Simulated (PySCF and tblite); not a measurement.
Values are calculated unless marked as measured or tabulated.
System: C4H7N, numbered as in [H]/[N:5]=[CH:4]/[C:2](=[CH2:1])[CH3:3].

For the rotation about the C2–C4 bond (torsion C1–C2–C4–N5 from 180° to 360°, rising): electronic barrier 8.93 kcal/mol, zero-point change -0.39 kcal/mol, thermal and entropy terms at 400 K a further 0.62 kcal/mol (symmetry numbers apart). The minimum is Cs, the saddle C1. Level: BP86/pcSseg-1 + D3(BJ) on GFN2-xTB stationary points, with GFN2-xTB thermal terms. Rate constants are transition-state-theory values, counting equivalent paths, without tunnelling. Run with tblite and PySCF.

How many equivalent paths lead out of the minimum?

2: the symmetry number of the minimum is 1, that of the saddle displaced along its mode 1, and the displaced saddle is chiral while the minimum is not, which doubles the count.

Work out the rate at 400 K.

ΔG‡ = 9.16 kcal/mol; k_B T/h = 8.3×10¹² s⁻¹; exp(−ΔG‡/RT) = 9.9×10⁻⁶; times 2 gives k = 1.6×10⁸ s⁻¹. Wigner's tunnelling factor for the 118i cm⁻¹ mode would be 1.01.
